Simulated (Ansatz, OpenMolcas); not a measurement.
**Errors in the dipole moment**

6 molecules holding an element from Na to Cl; the dipole moment in D, computed less measured. Shapes, held fixed at every level: PBE0-D4/def2-TZVP. No vibrational averaging. Dipoles are compared by magnitude; molecules under 1 D, whose direction can flip, are left out. Programs: Ansatz 0.2.0, OpenMolcas 26.06. Measured values: NIST CCCBDB.

Levels: A = PBE-D4/def2-TZVPP; B = r2SCAN-D4/def2-TZVPP; C = B3LYP/6-31G* (spherical functions); D = B3LYP-D4/def2-TZVPP.

```tsv
molecule	measured	A	B	C	D
NS (Mononitrogen monosulfide)	1.81	+0.02	-0.01	-0.08	+0.08
SF2 (sulfur difluoride)	1.05	-0.15	-0.12	+0.09	+0.07
CH2Cl2 (SMILES ClCCl)	1.60	-0.04	+0.06	+0.21	+0.03
CH3Cl (chloromethane)	1.87	-0.05	+0.05	+0.14	+0.01
SCl2O2 (sulfuryl chloride)	1.81	-0.18	-0.13	-0.33	+0.05
SiH3Cl (chlorosilane)	1.31	-0.15	-0.09	+0.37	-0.06
```

Question: Which level does best on this set, which worst, and which err to one side?

Answer: 
| level | kind | mean error | mean absolute error | worst case |
| --- | --- | --- | --- | --- |
| PBE-D4/def2-TZVPP | GGA | -0.092 | 0.098 | SCl2O2 |
| r2SCAN-D4/def2-TZVPP | meta-GGA | -0.040 | 0.077 | SCl2O2 |
| B3LYP/6-31G* (spherical functions) | global hybrid | +0.067 | 0.203 | SiH3Cl |
| B3LYP-D4/def2-TZVPP | global hybrid | +0.030 | 0.050 | NS |

On this set B3LYP-D4/def2-TZVPP has the smallest mean absolute error and B3LYP/6-31G* (spherical functions) the largest. PBE-D4/def2-TZVPP is too low in 5 of 6; r2SCAN-D4/def2-TZVPP is too low in 4 of 6; B3LYP/6-31G* (spherical functions) is too high in 4 of 6; B3LYP-D4/def2-TZVPP is too high in 5 of 6. The smallest two are near a tie. Open shells run unrestricted. The set is small.
